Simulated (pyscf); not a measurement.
## Substitution at C: H₃C–CH₂–Cl + CH₃• → H₃C–CH₂–CH₃ + Cl•

Gas phase, doublet surface, charge 0. Bonds broken: C2–Cl3. Bonds formed: C2–C9. PySCF, gas phase, ωB97X-D3(BJ)/def2-SVP geometries.

Transition state (Å):

```xyz
12

C     -1.8634     0.1323    -0.4669
C     -0.4999    -0.2995     0.0429
Cl    -0.2563    -2.0861    -1.1344
H     -1.8210     0.2847    -1.5542
H     -2.5993    -0.6605    -0.2735
H     -2.2205     1.0617     0.0019
H     -0.4162    -0.9361     0.9244
H      0.4095     0.0710    -0.4315
C     -0.1009     1.1934     1.3956
H     -0.9322     1.1022     2.1028
H     -0.1199     2.0927     0.7709
H      0.8823     0.9335     1.8021
```

One imaginary mode, 933i cm⁻¹; descent along it reached the two sides named.

| bond | change | reactant side (Å) | saddle | product side |
|---|---|---|---|---|
| C2–Cl3 | breaks | 1.792 | 2.154 | 2.9 |
| C2–C9 | forms | 3.5 | 2.054 | 1.519 |

Electronic energies relative to the separated reactants (eV):

| level | barrier | reaction energy | reverse barrier |
|---|---|---|---|
| ωB97X-D3(BJ)/def2-TZVP | 1.25 | -0.34 | 1.59 |
| PBE/def2-TZVP | 0.90 | -0.21 | 1.11 |
| r²SCAN/def2-TZVP | 1.02 | -0.12 | 1.14 |
| B3LYP-D3(BJ)/def2-TZVP | 1.02 | -0.31 | 1.33 |
| PBE0-D3(BJ)/def2-TZVP | 1.09 | -0.28 | 1.37 |
| M06-2X/def2-TZVP | 1.19 | -0.32 | 1.52 |
| ωB97M-D3(BJ)/def2-TZVP | 1.22 | -0.35 | 1.57 |
| HF/def2-TZVP | 1.90 | -0.44 | 2.34 |

With ωB97M-D3(BJ)/def2-TZVP energies and thermal terms (ideal gas, 1 atm, RRHO with modes under 100 cm⁻¹ raised to 100, one conformer, R ln 2 for rigid chiral ones), in eV:

```tsv
T (K)	ΔH‡	ΔG‡	ΔH	ΔG
298	1.29	1.70	-0.18	-0.05
600	1.29	2.12	-0.20	+0.09
900	1.31	2.53	-0.19	+0.23
1200	1.34	2.93	-0.16	+0.37
```

This is the saddle that the search found; another between the same sides may lie lower. The angle at the attacked C is 160°. Left out: orbital degeneracy and the spin-orbit lowering of Cl.
